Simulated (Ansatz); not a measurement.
This script drives Ansatz 0.2.0 through its Python package.

`c4h4cl.py`:
```python
from dataclasses import dataclass
from pathlib import Path

import ansatz
from ase import Atoms
import numpy as np


@dataclass(frozen=True)
class RunConfig:
    basis_set: str = "def2-SVP"


cfg = RunConfig()

atoms = Atoms(["Cl", "C", "C", "C", "C", "H", "H", "H", "H"], positions=[
    (2.793, 0.1549, 0.7831),
    (1.4904, 0.1895, -0.3904),
    (0.2454, -0.0794, -0.0111),
    (-0.7993, -0.4482, 1.047),
    (-1.2433, -0.2457, -0.2957),
    (1.7007, 0.4312, -1.4263),
    (-0.9853, 0.444, 1.6814),
    (-1.7454, 0.721, -0.5128),
    (-1.4562, -1.1673, -0.8752),
])
molecule = ansatz.Crystal.molecule_from_ase(atoms)

calculation = molecule.calculation().basis(gaussian=cfg.basis_set).spin("collinear", total=1)

print("functional    E (Ha)        dipole (D)   HOMO (eV)  LUMO (eV)")
for name in ["lda", "r2scan", "pbe", "b3lyp", "blyp"]:
    r = calculation.functional(name).forces().orbitals().run(runs_dir="runs").report
    lines = Path(r["orbitals_path"]).read_text().splitlines()
    field_of = lambda key: [line.split("=")[1].strip() for line in lines if line.startswith(key)]
    orbitals = [(27.211386 * float(e), s, float(n)) for e, s, n in zip(field_of("Ene="), field_of("Spin="), field_of("Occup="))]
    homo = max(e for e, _, n in orbitals if n > 0.5)
    lumo = min(e for e, _, n in orbitals if n < 0.5)
    dipole = 4.803205 * np.linalg.norm(r["charge_distribution"]["dipole_moment_e_ang"])
    print(f"{name:10s} {r['free_energy_ev'] / 27.211386246:14.6f} {dipole:9.3f} {homo:11.3f} {lumo:10.3f}")
```

It is started by `python c4h4cl.py`. Estimate its wall time and peak memory on 1 thread of Intel(R) Xeon(R) Platinum 8488C (Sapphire Rapids), on a shared host.

It took about 20 s, with a peak of 0.34 GiB, for 5 runs of the engine.

```console
$ python c4h4cl.py
functional    E (Ha)        dipole (D)   HOMO (eV)  LUMO (eV)
lda           -611.674113     1.928      -5.534     -4.290
r2scan        -614.484882     2.133      -5.968     -3.432
pbe           -614.218560     1.912      -5.542     -3.900
b3lyp         -614.619567     2.009      -6.535     -3.178
blyp          -614.528250     1.816      -5.291     -3.821
```

What to keep in mind:
- Total energies depend on the basis set; only differences at equal settings carry meaning.
- The geometry is a force-field or estimated start, not a minimum of this method, and the basis set is short of its limit. A lower total doesn't mark the better method: functionals have no common bound, and MP2 and coupled cluster aren't variational.
- The species is open-shell (spin multiplicity 2).
- b3lyp holds the VWN-RPA fit, as in Gaussian; the form of ORCA and Turbomole is b3lyp5.
- Levels such as HOMO and LUMO are orbital energies: with these approximate functionals they aren't the ionisation energy and electron affinity, and their gap isn't the fundamental gap.

(Lines on the test bed's own set-up are left out of the output.)
